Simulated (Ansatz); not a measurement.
Relaxation of CH₄AlCl (7 atoms, charge 0, multiplicity 1), to a largest force component of 0.02 eV/Å in at most 40 steps.

All numbers below come from Ansatz 0.2.0, RKS r2SCAN/6-31G*.

```xyz
7
Properties=species:S:1:pos:R:3:forces:R:3
Al 0.000 0.000 0.000 0.61 0.00 1.04
Cl 0.000 0.000 2.230 -0.04 0.00 -1.43
C 1.706 0.000 -0.985 -0.17 0.17 0.40
H 2.036 -1.046 -1.155 0.04 0.45 -0.02
H 1.569 0.508 -1.962 0.14 -0.28 0.34
H 2.476 0.538 -0.393 -0.12 -0.33 -0.38
H -1.351 0.000 -0.780 -0.46 -0.01 0.05
```

**Question.** Where does it end, and by what steps?

**Answer.** The forces met the threshold. After 3 steps the energy has fallen by 0.137 eV; Cl2 moved furthest, 0.13 Å.

```
step  energy less start (eV)  largest force component (eV/Å)  accepted
   0                  0.0000                           1.429       yes
   1                 -0.1249                           0.422       yes
   2                 -0.1367                           0.063       yes
   3                 -0.1370                           0.019       yes
```

```xyz
7
Properties=species:S:1:pos:R:3
Al 0.000 0.006 -0.015
Cl 0.010 0.000 2.102
C 1.702 0.011 -0.961
H 2.048 -1.017 -1.143
H 1.617 0.495 -1.943
H 2.492 0.517 -0.394
H -1.434 -0.010 -0.692
```

Whether the end is a true minimum wasn't checked by a vibrational analysis.

Time of the run: 17 s on 1 thread of Arm Neoverse V1, on a shared host, peak memory 0.14 GiB.
